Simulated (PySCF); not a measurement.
SiN: from constants to spectrum

ROHF-CCSD(T) constants of SiN, ²Σ⁺ (doublet), unpaired electrons σ ↑ (basis Si def2-SVPD, N def2-SVPD; no relativity; PySCF 2.14; masses 27.9769 and 14.0031 u):

| Item | Value |
| --- | --- |
| ωe | 1109.2 cm⁻¹ |
| ωexe | 6.46 cm⁻¹ |
| Be | 0.70203 cm⁻¹ |
| αe | 0.00540 cm⁻¹ |
| De to Si + N | 3.95 eV |

**Question.** What force constant and bond length do these constants imply?

**Answer.** Reduced mass μred = 9.3321 u; k = 5.8918×10⁻⁷·μred·ωe² (u, cm⁻¹, mdyn/Å) = 6.76 mdyn/Å; Re = √(16.8576/(μred·Be)) (u, cm⁻¹, Å) = 1.604 Å.

**Question.** Estimate the centrifugal constant D from the Kratzer relation and find the Dunham coefficient a1.

**Answer.** D = 4Be³/ωe² = 1.12e-06 cm⁻¹; a1 = −1 − αeωe/(6Be²) = -3.03.

Correlated steps freeze 6 core orbitals. Correlated levels converge slowly with the basis: in double zeta they bind strong bonds too weakly, by up to about 1 eV, and carry superposition errors of some tenths. The CCSD T1 diagnostic is raised, a sign that a single reference may not be enough here. The state was picked by a PBE0 search and need not be the measured ground state.
